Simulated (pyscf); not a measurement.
Thermochemistry of product channels of `[Cl][GaH2]` + `[OH2]` on the singlet surface, in kcal/mol, from ωB97M-D3(BJ)/def2-TZVP energies (ideal gas, 1 atm, RRHO with modes under 100 cm⁻¹ raised to 100, one conformer, R ln 2 for rigid chiral ones). PySCF, gas phase, ωB97X-D3(BJ)/def2-SVP geometries.

```
products                       ΔE  ΔH(298 K)  ΔG(298 K)  ΔG(600 K)
--------------------------  -----  ---------  ---------  ---------
`[ClH]` + `[OH][GaH2]`      +14.3      +12.7      +12.9      +13.0
`[OH][GaH][Cl]` + `[H][H]`  -11.1      -13.4      -11.7      -10.5
```

These are energies of the channels, which say nothing of barriers. Elements up to Kr have no core potential and no relativistic terms here.
